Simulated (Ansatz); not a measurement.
Rock-salt ZrC was calculated with PBE0-D3(BJ) (Ansatz, a first-principles code, plane waves, PAW).

Run with plane-wave cutoff 460 eV, 10×10×10 k mesh, Fermi–Dirac smearing 0.05 eV, scalar-relativistic PAW data made under PBE.

Cell (relaxed at this level):

```cif
data_C4Zr4
_chemical_formula_sum 'Zr4 C4'
_space_group_name_H-M_alt 'Fm-3m'
_space_group_IT_number 225
_space_group_name_Hall '-F 4 2 3'
_cell_length_a 4.65372
_cell_length_b 4.65372
_cell_length_c 4.65372
_cell_angle_alpha 90.000
_cell_angle_beta 90.000
_cell_angle_gamma 90.000
loop_
_atom_site_label
_atom_site_type_symbol
_atom_site_symmetry_multiplicity
_atom_site_Wyckoff_symbol
_atom_site_fract_x
_atom_site_fract_y
_atom_site_fract_z
_atom_site_occupancy
Zr1 Zr 4 a 0.00000 0.00000 0.00000 1
C1 C 4 b 0.50000 0.50000 0.50000 1
```
(The calculation used a cell of 2 atoms; values per cell refer to that cell.)

Q: Predict the bulk modulus and pressure derivative B′ of the bulk modulus.

A: 
- bulk modulus = 250 GPa
- pressure derivative B′ of the bulk modulus = 4.0

Measured, for comparison: bulk modulus 223 GPa (temperature not stated, not corrected to a static lattice, from single-crystal elastic constants, our sources range from 208 to 223; as tabulated in arXiv:1102.4063). Computed (rounded) less measured: bulk modulus +12 % (+12 % to +20 % over the range).

The computed numbers hold no vibrational or temperature effects.

The result took about 17 core-minutes (a rough figure).
